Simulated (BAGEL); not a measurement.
# CH4Si (SMILES C[SiH]) at B3LYP/6-31G(d) (density fitting with qzvpp-jkfit, spherical functions)

What is the energy change on altering one bond length of CH4Si at B3LYP/6-31G* (density fitting with qzvpp-jkfit, spherical functions)? 

The calculation is run with BAGEL 1.2.2.

2 further runs of the same task are left out: 2 set aside as unsound or not needed.

## (1) The system as given

CH4Si has 6 atoms, charge 0, and is taken as a singlet. SMILES: `C[SiH]`. Geometry: relaxed at PBE0-D4/def2-TZVP.

Bond lengths: C1–Si2 1.892 Å, C1–H3 1.098 Å, C1–H4 1.091 Å, C1–H5 1.098 Å, Si2–H6 1.531 Å. Angles: C1–Si2–H6 94.2°, Si2–C1–H3 109.7°, Si2–C1–H4 113.8°, Si2–C1–H5 109.5°, H3–C1–H4 109.0°, H3–C1–H5 105.5°, H4–C1–H5 109.0°.

## (2) A single-point energy at B3LYP/6-31G(d) (density fitting with qzvpp-jkfit, spherical functions)

input.json

```json
{ "bagel" : [

{
  "title" : "molecule",
  "basis" : "6-31gs.json",
  "df_basis" : "qzvpp-jkfit",
  "angstrom" : true,
  "geometry" : [
    { "atom" : "C", "xyz" : [      -0.093500,      -0.366000,      -0.370300 ] },
    { "atom" : "Si", "xyz" : [       0.917300,       0.209800,       1.122300 ] },
    { "atom" : "H", "xyz" : [      -1.156900,      -0.410100,      -0.102200 ] },
    { "atom" : "H", "xyz" : [       0.215000,      -1.335600,      -0.763000 ] },
    { "atom" : "H", "xyz" : [      -0.024000,       0.382000,      -1.170800 ] },
    { "atom" : "H", "xyz" : [       0.142200,       1.520000,       1.284000 ] }
  ]
},

{
  "title" : "ks",
  "xc_func" : "b3lyp"
},

{
  "title" : "print",
  "file" : "orbitals.molden",
  "orbitals" : true
}

]}
```

The basis set 6-31G* is read from a file made from the Basis Set Exchange's data (not shown).

Launch:

```bash
$ BAGEL_NUM_THREADS=1 BAGEL input.json > input.out
```

Output:

```text
* using 1 threads per process

  ===============================================================
  ===============================================================

  *** Geometry ***

  { "atom" : "C", "xyz" : [     -0.176689,     -0.691640,     -0.699766 ] },
  { "atom" : "Si", "xyz" : [      1.733446,      0.396465,      2.120840 ] },
  { "atom" : "H", "xyz" : [     -2.186224,     -0.774977,     -0.193130 ] },
  { "atom" : "H", "xyz" : [      0.406291,     -2.523918,     -1.441861 ] },
  { "atom" : "H", "xyz" : [     -0.045353,      0.721875,     -2.212491 ] },
  { "atom" : "H", "xyz" : [      0.268719,      2.872384,      2.426408 ] },

  Number of auxiliary basis functions:      275

  Since a DF basis is specified, we compute 2- and 3-index integrals:
    o Being stored without compression. Storage requirement is 0.004 GB

  Number of basis functions:       40
  Number of electrons      :       24

    * METHOD: MOLECULE                             0.05

  *** Kohn-Sham DFT ***

    * Removing 9143 points whose weight is below 1.00e-10
    * Grid points: 80293

  === Nuclear Repulsion ===
    48.6036936582

       - DIIS with orbital gradients will be used.

  === KS iteration (b3lyp / 6-31gs.json) ===
      0       -319.20807794          0.16495677           0.10
      1       -324.47299279          0.12097768           0.07
      2       -322.21518438          0.19933086           0.06
      3       -328.92276267          0.08714093           0.07
      4       -329.48252003          0.05701624           0.07
      5       -329.91166180          0.01193563           0.07
      6       -329.93859613          0.00186252           0.07
      7       -329.93907190          0.00037088           0.07
      8       -329.93909016          0.00003227           0.07
      9       -329.93909032          0.00000588           0.06
     10       -329.93909033          0.00000143           0.07
     11       -329.93909033          0.00000031           0.07
     12       -329.93909033          0.00000005           0.07
     13       -329.93909033          0.00000003           0.06
     14       -329.93909033          0.00000000           0.06
    * SCF iteration converged.

    * Permanent dipole moment:
           (    0.345585,     0.025207,     0.382625) a.u.

    * METHOD: KS                                   1.21

    * METHOD: PRINT                                0.00

  ===============================================================
```

Run time: 1.4 s. Hardware: 1 thread of Arm Neoverse V2, shared host; peak memory 0.18 GiB.

## (3) The distorted shape, same level

input.json

```json
{ "bagel" : [

{
  "title" : "molecule",
  "basis" : "6-31gs.json",
  "df_basis" : "qzvpp-jkfit",
  "angstrom" : true,
  "geometry" : [
    { "atom" : "C", "xyz" : [       1.182545,      -0.313081,      -0.692011 ] },
    { "atom" : "Si", "xyz" : [       2.193345,       0.262719,       0.800589 ] },
    { "atom" : "H", "xyz" : [      -1.156900,      -0.410100,      -0.102200 ] },
    { "atom" : "H", "xyz" : [       1.491045,      -1.282681,      -1.084711 ] },
    { "atom" : "H", "xyz" : [       1.252045,       0.434919,      -1.492511 ] },
    { "atom" : "H", "xyz" : [       1.418245,       1.572919,       0.962289 ] }
  ]
},

{
  "title" : "ks",
  "xc_func" : "b3lyp"
},

{
  "title" : "print",
  "file" : "orbitals.molden",
  "orbitals" : true
}

]}
```

The basis set 6-31G* is read from a file made from the Basis Set Exchange's data (not shown).

Launch:

```bash
$ BAGEL_NUM_THREADS=1 BAGEL input.json > input.out
```

Output:

```text
* using 1 threads per process

  ===============================================================
  ===============================================================

  *** Geometry ***

  { "atom" : "C", "xyz" : [      2.234686,     -0.591637,     -1.307711 ] },
  { "atom" : "Si", "xyz" : [      4.144821,      0.496467,      1.512894 ] },
  { "atom" : "H", "xyz" : [     -2.186224,     -0.774977,     -0.193130 ] },
  { "atom" : "H", "xyz" : [      2.817667,     -2.423916,     -2.049807 ] },
  { "atom" : "H", "xyz" : [      2.366022,      0.821878,     -2.820437 ] },
  { "atom" : "H", "xyz" : [      2.680095,      2.972386,      1.818463 ] },

  Number of auxiliary basis functions:      275

  Since a DF basis is specified, we compute 2- and 3-index integrals:
    o Being stored without compression. Storage requirement is 0.004 GB

  Number of basis functions:       40
  Number of electrons      :       24

    * METHOD: MOLECULE                             0.05

  *** Kohn-Sham DFT ***

    * Removing 7999 points whose weight is below 1.00e-10
    * Grid points: 81437

  === Nuclear Repulsion ===
    45.8637882137

       - DIIS with orbital gradients will be used.

  === KS iteration (b3lyp / 6-31gs.json) ===
      0       -319.05331540          0.15571873           0.09
      1       -324.49778838          0.11605714           0.07
      2       -322.42930375          0.18143184           0.07
      3       -328.33540795          0.08959889           0.07
      4       -328.62407097          0.06992168           0.07
      5       -329.57443757          0.02318915           0.07
      6       -329.51864819          0.02290988           0.07
      7       -329.76432676          0.00665841           0.07
      8       -329.77074978          0.00469595           0.07
      9       -329.76631795          0.00645134           0.07
     10       -329.76603528          0.00675240           0.07
     11       -329.77259669          0.00383417           0.07
     12       -329.77556693          0.00015916           0.07
     13       -329.77557112          0.00007492           0.07
     14       -329.77557204          0.00001045           0.07
     15       -329.77557206          0.00000106           0.06
     16       -329.77557206          0.00000061           0.07
     17       -329.77557206          0.00000043           0.07
     18       -329.77557206          0.00000018           0.07
     19       -329.77557206          0.00000004           0.07
     20       -329.77557206          0.00000001           0.07
     21       -329.77557206          0.00000000           0.07
    * SCF iteration converged.

    * Permanent dipole moment:
           (   -0.309941,    -0.054448,     0.329985) a.u.

    * METHOD: KS                                   1.68

    * METHOD: PRINT                                0.00

  ===============================================================
```

It took 1.9 s on 1 thread of Arm Neoverse V2, shared host; peak memory 0.18 GiB.

## (4) Outcome

Level: B3LYP/6-31G* (density fitting with qzvpp-jkfit, spherical functions).

| quantity | value |
| --- | --- |
| first shape: total energy | -329.93909 Eh |
| first shape: dipole moment | 1.31 D |
| first shape: HOMO energy | -5.98 eV |
| first shape: LUMO energy | -2.63 eV |
| first shape: HOMO–LUMO gap | 3.35 eV |
| distorted shape: total energy | -329.77557 Eh |
| distorted shape: dipole moment | 1.16 D |
| distorted shape: HOMO energy | -6.23 eV |
| distorted shape: LUMO energy | -3.83 eV |
| distorted shape: HOMO–LUMO gap | 2.41 eV |
| energy change with the C1–H3 bond stretched from 1.098 to 2.415 Å | 4.450 eV |

One bond (distorted shape) is far stretched, which a spin-restricted single reference describes badly; a broken-symmetry solution may lie lower. With the C1–H3 bond stretched from 1.098 to 2.415 Å the energy rises by 4.45 eV (429 kJ/mol). The first shape isn't relaxed at this level, so the change isn't measured from a minimum. A restricted reference can't describe the breaking bond well at this length.
